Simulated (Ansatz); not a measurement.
```xyz
12

C     0.160    0.321    1.514
C     1.034    0.222    0.280
S     0.604   -1.124   -0.849
C    -0.886   -0.497   -1.587
F    -2.006   -0.622   -0.785
H     0.518    1.121    2.168
H    -0.877    0.532    1.250
H     0.176   -0.615    2.076
H     2.073    0.022    0.553
H     1.031    1.155   -0.291
H    -0.772    0.562   -1.831
H    -1.056   -1.077   -2.497
```

Total charge 0; spin multiplicity 1.

Q: List the CAM-B3LYP/def2-TZVPP orbital energies in eV (Ansatz 0.2.0). (Estimate.)

A: Computed: Occupied: -2419.83, -673.30, -281.59, -279.72, -278.66, -217.85, -162.46, -162.36, -162.21, -34.87, -24.63, -22.56, -20.13, -18.27, -15.89, -15.72, -14.90, -13.94, -13.53, -12.56, -12.11, -11.67, -10.83, -10.17, -8.31. Lowest empty: 1.91, 2.11, 2.87, 3.06, 3.07, 3.35, 3.73, 4.17.
